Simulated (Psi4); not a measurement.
# A workflow on C2H3B (SMILES BC#C)

Aim: a structure relaxation (BP86/aug-cc-pVDZ), then vibrational wavenumbers of C2H3B. Input form: an ASE script.

The calculation is run with Psi4 1.11.

**1. The structure to begin with**

The species is C2H3B (6 atoms), meant as a singlet with charge 0. SMILES: `BC#C`. Geometry: relaxed at PBE0-D4/def2-TZVP (4 decimals). The run starts from this shape.

Bond lengths: B1–C2 1.501 Å, C2–C3 1.210 Å, B1–H4 1.193 Å, B1–H5 1.193 Å, C3–H6 1.066 Å. Angles: B1–C2–C3 180.0°, C2–B1–H4 119.9°, C2–B1–H5 119.9°, C2–C3–H6 180.0°, H4–B1–H5 120.3°.

**2. A structure relaxation at BP86/aug-cc-pVDZ (density fitting) (run 1)**

Input file c2h3b.sdf:

```

     RDKit          3D

  6  5  0  0  0  0  0  0  0  0999 V2000
   -0.8304    0.6473   -0.3943 B   0  0  0  0  0  0  0  0  0  0  0  0
    0.2786   -0.2241    0.1179 C   0  0  0  0  0  0  0  0  0  0  0  0
    1.1727   -0.9266    0.5305 C   0  0  0  0  0  0  0  0  0  0  0  0
   -1.7562    0.1567   -0.9657 H   0  0  0  0  0  0  0  0  0  0  0  0
   -0.7833    1.8282   -0.2286 H   0  0  0  0  0  0  0  0  0  0  0  0
    1.9608   -1.5456    0.8940 H   0  0  0  0  0  0  0  0  0  0  0  0
  2  1  1  0
  3  2  3  0
  4  1  1  0
  5  1  1  0
  6  3  1  0
M  END
$$$$
```

Input file run.py:

```python
import numpy as np
from ase.calculators.psi4 import Psi4
from ase.io import read
from ase.optimize import LBFGS

a = read('c2h3b.sdf')
calc = Psi4(atoms=a, method='bp86', basis='aug-cc-pVDZ', memory='1600MB', num_threads=1, charge=0, multiplicity=1, label='calc')
a.calc = calc

opt = LBFGS(a)
done = opt.run(fmax=0.05, steps=60)
print('converged:', done)
for s, p in zip(a.symbols, a.positions):
    print(f'{s:2s} {p[0]:12.6f} {p[1]:12.6f} {p[2]:12.6f}')
```

Launch:

```sh
$ python run.py
```

calc.dat:

```text
[...]
  Running in c1 symmetry.
[...]
  Nuclear repulsion =   46.125721445788308
[...]
  Multiplicity = 1
[...]
  Nalpha       = 10
  Nbeta        = 10
[...]
    Number of basis functions: 96
[...]
   @DF-RKS iter   1:  -102.45792506261382   -4.99530e-01   7.12300e-03 ADIIS/DIIS
[...]
   @DF-RKS iter  11:  -102.77559079051220   -1.71951e-12   6.24794e-09 DIIS
[...]
    Orbital Energies [Eh]
    ---------------------
    Doubly Occupied:
       1A     -9.949040     2A     -9.926894     3A     -6.554125
       4A     -0.697468     5A     -0.534750     6A     -0.472113
       7A     -0.357882     8A     -0.335007     9A     -0.286775
      10A     -0.253743
[...]
  @DF-RKS Final Energy:  -102.77559079051220
   => Energetics <=
    Nuclear Repulsion Energy =             46.1257214457883080
    One-Electron Energy =                -227.6469035877080103
    Two-Electron Energy =                  94.6216365459137876
    DFT Exchange-Correlation Energy =     -15.8760451945062844
    Empirical Dispersion Energy =           0.0000000000000000
    VV10 Nonlocal Energy =                  0.0000000000000000
    Total Energy =                       -102.7755907905121973
[...]
 Multipole Moments:
 ------------------------------------------------------------------------------------
     Multipole            Electronic (a.u.)      Nuclear  (a.u.)        Total (a.u.)
 ------------------------------------------------------------------------------------
 L = 1.  Multiply by 2.5417464519 to convert [e a0] to [Debye]
 Dipole X            :          0.4254422           -0.1151989            0.3102434
 Dipole Y            :         -0.3343771            0.0906831           -0.2436940
 Dipole Z            :          0.1967883           -0.0536716            0.1431167
 Magnitude           :                                                    0.4196667
[...]
  -Total Gradient:
     Atom            X                  Y                   Z
    ------   -----------------  -----------------  -----------------
       1       -0.000328928275     0.000259273049    -0.000152713743
       2       -0.000289776901     0.000227482487    -0.000130277880
       3       -0.000030703666     0.000020285312    -0.000010733316
       4        0.000058015799    -0.000798978492    -0.000063250050
       5        0.000659259288     0.000236036240     0.000392512654
       6       -0.000074436347     0.000061057925    -0.000038573000
[...]
```

Standard output:

```text
Step     Time          Energy          fmax
LBFGS:    0 hh:mm:ss    -2796.625481        2.214809
LBFGS:    1 hh:mm:ss    -2796.562335        4.390697
LBFGS:    2 hh:mm:ss    -2796.657408        0.448464
LBFGS:    3 hh:mm:ss    -2796.661791        0.196194
LBFGS:    4 hh:mm:ss    -2796.665668        0.209623
LBFGS:    5 hh:mm:ss    -2796.666153        0.069317
LBFGS:    6 hh:mm:ss    -2796.666275        0.041321
converged: True
B     -0.840566     0.655245    -0.398937
C      0.273807    -0.220335     0.115660
C      1.186304    -0.937256     0.536746
H     -1.775979     0.150877    -0.977370
H     -0.786006     1.851717    -0.227334
H      1.984684    -1.564383     0.905055
```

Wall time 55 s (1 thread of AMD EPYC 7R43 (Zen 3), shared host); peak memory 0.72 GiB.

Steps, from the record of the run:

```csv
step,energy from the first frame kept (eV),largest force (eV/Å)
0,0.0000,2.2148
1,0.0631,4.3907
2,-0.0319,0.4485
3,-0.0363,0.1962
4,-0.0402,0.2096
5,-0.0407,0.0693
6,-0.0408,0.0413
```

After the run. Bond lengths: B1–C2 1.508 Å, C2–C3 1.234 Å, B1–H4 1.210 Å, B1–H5 1.210 Å, C3–H6 1.080 Å. Angles: B1–C2–C3 180.0°, C2–B1–H4 119.5°, C2–B1–H5 119.5°, C2–C3–H6 180.0°, H4–B1–H5 121.0°.

**3. Vibrational wavenumbers at BP86/aug-cc-pVDZ (density fitting) (run 2)**

Input file c2h3b.xyz:

```xyz
6
C2H3B
B     -0.840440     0.655149    -0.398876
C      0.273932    -0.220432     0.115721
C      1.186429    -0.937353     0.536807
H     -1.775853     0.150781    -0.977309
H     -0.785880     1.851621    -0.227273
H      1.984810    -1.564480     0.905116
```

Input file c2h3b_ase.py:

```python
import numpy as np
from ase.calculators.psi4 import Psi4
from ase.io import read
from ase.vibrations import Vibrations

mol = read('c2h3b.xyz')
calc = Psi4(atoms=mol, method='bp86', basis='aug-cc-pVDZ', memory='1600MB', num_threads=1, charge=0, multiplicity=1, label='calc')
mol.calc = calc

vib = Vibrations(mol, delta=0.02)
vib.run()
vib.summary()
```

Launch:

```sh
$ python c2h3b_ase.py
```

calc.dat:

```text
[...]
  Running in c1 symmetry.
[...]
  Nuclear repulsion =   46.101172591634175
[...]
  Multiplicity = 1
[...]
  Nalpha       = 10
  Nbeta        = 10
[...]
    Number of basis functions: 96
[...]
   @DF-RKS iter   1:  -102.45635958153422   -4.98541e-01   7.14258e-03 DIIS/ADIIS
[...]
   @DF-RKS iter  11:  -102.77555063263770   -2.38742e-12   6.95456e-09 DIIS
[...]
    Orbital Energies [Eh]
    ---------------------
    Doubly Occupied:
       1A     -9.949566     2A     -9.926867     3A     -6.554091
       4A     -0.697324     5A     -0.533972     6A     -0.471294
       7A     -0.357825     8A     -0.334967     9A     -0.286724
      10A     -0.253688
[...]
  @DF-RKS Final Energy:  -102.77555063263770
   => Energetics <=
    Nuclear Repulsion Energy =             46.1011725916341746
    One-Electron Energy =                -227.6023872838968316
    Two-Electron Energy =                  94.5992545143206058
    DFT Exchange-Correlation Energy =     -15.8735904546956430
    Empirical Dispersion Energy =           0.0000000000000000
    VV10 Nonlocal Energy =                  0.0000000000000000
    Total Energy =                       -102.7755506326377031
[...]
 Multipole Moments:
 ------------------------------------------------------------------------------------
     Multipole            Electronic (a.u.)      Nuclear  (a.u.)        Total (a.u.)
 ------------------------------------------------------------------------------------
 L = 1.  Multiply by 2.5417464519 to convert [e a0] to [Debye]
 Dipole X            :          0.4262388           -0.1151978            0.3110410
 Dipole Y            :         -0.3338960            0.0906834           -0.2432126
 Dipole Z            :          0.1864933           -0.0359072            0.1505862
 Magnitude           :                                                    0.4225814
[...]
  -Total Gradient:
     Atom            X                  Y                   Z
    ------   -----------------  -----------------  -----------------
       1       -0.000353475903     0.000311980571    -0.000020629867
       2       -0.000328036591     0.000084189322     0.000152791608
       3       -0.003515371846     0.002978708273    -0.002620866131
       4        0.000078007895    -0.000806671332    -0.000081693042
       5        0.000660638842     0.000241672583     0.000363753312
       6        0.003451642975    -0.002804689819     0.002203663588
[...]
```

On the terminal:

```text
---------------------
  #    meV     cm^-1
---------------------
  0    3.3i     26.6i
  1    2.4i     19.1i
  2    0.2i      1.3i
  3    0.1       0.6
  4    0.3       2.2
  5   11.0      88.9
  6   30.7     247.3
  7   33.8     272.4
  8   61.4     495.4
  9   87.1     702.5
 10  104.1     839.6
 11  112.6     907.8
 12  118.6     956.3
 13  145.2    1170.8
 14  256.6    2069.3
 15  312.7    2521.7
 16  323.1    2606.3
 17  419.0    3379.1
---------------------
Zero-point energy: 1.008 eV
```

Run time: 4.9 min. Hardware: 1 thread of AMD EPYC 7R43 (Zen 3), shared host; peak memory 1.3 GiB.

**4. Outcome**

```
                                        quantity          value
run 1, BP86/aug-cc-pVDZ: total energy at the end  -102.77559 Eh
          run 1, BP86/aug-cc-pVDZ: dipole moment         1.07 D
            run 1, BP86/aug-cc-pVDZ: HOMO energy       -6.90 eV
            run 1, BP86/aug-cc-pVDZ: LUMO energy       -3.50 eV
          run 1, BP86/aug-cc-pVDZ: HOMO–LUMO gap        3.40 eV
```

The optimisation (run 1, BP86/aug-cc-pVDZ) took 6 steps and changed the energy by -0.041 eV.
